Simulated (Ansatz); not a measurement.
Mulliken charges of pyrrole (`c1cc[nH]c1`) from PBE/def2-TZVPP in Ansatz (PBE0-D4/def2-TZVP geometry).

```tsv
atom	x (Å)	y (Å)	z (Å)	charge (e)
C1	0.385	0.594	-0.956	-0.168
C2	0.750	-0.724	-0.590	-0.168
C3	0.090	-1.022	0.575	-0.108
N4	-0.655	0.066	0.918	-0.090
C5	-0.486	1.056	-0.003	-0.108
H6	0.721	1.143	-1.821	0.114
H7	1.422	-1.382	-1.119	0.114
H8	0.092	-1.914	1.180	0.125
H9	-1.242	0.129	1.730	0.165
H10	-0.994	2.003	0.091	0.125
```

Problem. By hand: the dipole of these point charges (1 e Å = 4.8032 D).

Solution. Σ q r = (-0.162, 0.017, 0.224) e Å, of length 0.277 e Å = 1.33 D.

Problem. How does the dipole of the full density compare? (Estimate.)

Solution. The calculation gave: (-0.235, 0.025, 0.325) e Å, 1.93 D; the point charges give 0.69 times that, at 0° from its direction.

Point charges leave out the atoms' own dipoles, such as those of lone pairs, and Mulliken's split depends on the basis, so the two needn't agree.
